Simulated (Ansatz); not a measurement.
One change: `FC1=CN1` becomes `C1=CN1`.

Ansatz, PBE0-D4/def2-TZVP geometries, multiplicity 1. 

| property | `FC1=CN1` |
| --- | --- |
| HOMO–LUMO gap (PBE/def2-TZVPP) / eV | 4.21 |
| LUMO energy (PBE0/def2-TZVPP) / eV | 0.14 |
| size of the dipole moment (B3LYP/def2-TZVPP) / D | 1.66 |
| LUMO energy (ωB97M-V/def2-TZVPP) / eV | 2.27 |
| zero-point energy (PBE0-D4/def2-TZVP) / kJ/mol | 97.1 |
| HOMO–LUMO gap (ωB97M-V/def2-TZVPP) / eV | 11.03 |

(1) Give the same properties after the change, and the shifts. (Best estimate.)

Results:

(1) Computed: 
| property | `C1=CN1` | shift |
| --- | --- | --- |
| HOMO–LUMO gap (PBE/def2-TZVPP) / eV | 3.49 | -0.72 |
| LUMO energy (PBE0/def2-TZVPP) / eV | -0.20 | -0.34 |
| size of the dipole moment (B3LYP/def2-TZVPP) / D | 1.95 | 0.29 |
| LUMO energy (ωB97M-V/def2-TZVPP) / eV | 1.97 | -0.30 |
| zero-point energy (PBE0-D4/def2-TZVP) / kJ/mol | 115.6 | 18.5 |
| HOMO–LUMO gap (ωB97M-V/def2-TZVPP) / eV | 10.39 | -0.64 |

With PBE0 the HOMO rises by 0.37 eV and the LUMO falls by 0.34 eV, so the gap narrows by about 0.71 eV. PBE moves the HOMO by 0.34 eV and ωB97M-V by 0.34 eV. Dipoles are sizes alone; their direction can turn.

B3LYP here is the variant with VWN-RPA as its local correlation; programs differ in this.
